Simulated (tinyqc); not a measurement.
Worked calculation: UHF in the sto-6g basis, for H2O+, spin multiplicity 2. Computed by tinyqc, a small Python program that keeps every step (integrals from PySCF). Settings: charge = 1, multiplicity = 2, basis = sto-6g, energy threshold = 1e-09, iteration cap = 66, orthogonalisation = canonical, start = Wolfsberg-Helmholz matrix, DIIS depth = 0, method = UHF. Command: `OMP_NUM_THREADS=1 python tinyqc.py 22722 22723 out.jsonl` (the two numbers bound the seeds that draw the settings). One thread of a shared host (Intel(R) Xeon(R) Processor @ 2.60GHz), about 0.2 s of CPU time with the checks.

Geometry (angstrom):
```
atom        x         y        z
O     0.00000   0.00000  0.00000
H     0.00000   0.76600  0.57500
H     0.00000  -0.76600  0.57500
```

Stop when the energy changes by less than 1e-09 hartree and every element of the error matrix X^T (F D S - S D F) X (for each spin) is below 9e-06.

Course of the cycle:
```
iteration  E (hartree)     change  largest element of the error matrix
1          -75.1702047          -                             4.35e-01
2          -75.3513115  -1.81e-01                             6.70e-02
3          -75.3651239  -1.38e-02                             1.84e-02
4          -75.3663033  -1.18e-03                             6.14e-03
5          -75.3664537  -1.50e-04                             2.50e-03
6          -75.3664841  -3.04e-05                             1.52e-03
7          -75.3664928  -8.69e-06                             9.04e-04
8          -75.3664958  -2.99e-06                             5.41e-04
9          -75.3664969  -1.12e-06                             3.28e-04
10         -75.3664973  -4.37e-07                             2.02e-04
11         -75.3664975  -1.73e-07                             1.25e-04
12         -75.3664976  -6.87e-08                             7.82e-05
13         -75.3664976  -2.74e-08                             4.91e-05
14         -75.3664976  -1.09e-08                             3.09e-05
15         -75.3664976  -4.37e-09                             1.95e-05
16         -75.3664976  -1.75e-09                             1.23e-05
17         -75.3664976  -6.98e-10                             7.77e-06
```

Can the last value be used, and what does the course show?

Yes. Converged in 17 iterations. PySCF UHF in the same basis, after a stability check = -75.3664976 hartree.
